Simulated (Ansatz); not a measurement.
A made-up structure of BH4SO (charge +1), closed shell:

O1  (-0.646, 0.241, -0.664)
B2  (-0.161, -0.098, 0.679)
S3  (1.504, -0.463, 1.015)
H4  (0.432, 0.775, 1.136)
H5  (-0.096, 0.291, -1.463)
H6  (-1.030, -0.089, 1.478)
H7  (2.013, -0.323, -0.226)
(Å)

It is relaxed with PBE-D4/def2-SVP and then PBE0-D4/def2-TZVP (Ansatz 0.2.0). Atoms count as bonded within 1.22 times the sum of their covalent radii (H–H: 0.88 Å). The end point is not checked to be a true minimum.

(1) Does its bonding change? (Judge from chemistry; the calculation decides.)

Results:

(1) Computed: Yes. Formed: none; broken: B2–H4.

Where it ends: The first stage lowers the energy by 2.84 eV in 15 steps. It ends as BH₄SO ([OH][BH][SH2]), total charge +1:
```xyz
7
angstrom
O -0.8980 0.0042 -0.8480
B -0.4927 -0.0117 0.3888
S 1.3818 -0.4342 0.8548
H 1.4937 0.4481 1.8717
H -0.3523 -0.1580 -1.6247
H -1.1598 0.1530 1.3529
H 2.0435 0.3333 -0.0400
```

Labels in which every atom is bracketed show which atoms are joined, not bond orders.

For scale, one of the runs: PBE0-D4/def2-TZVP relaxation, 123 basis functions, launched by `ansatz run in.yaml --threads 2 --pin off --events-out ev --progress --plain --max-ram 4352MiB`. Hardware: 2 CPU threads of an Intel Xeon Platinum 8259CL, shared host. Wall time about 16 s.
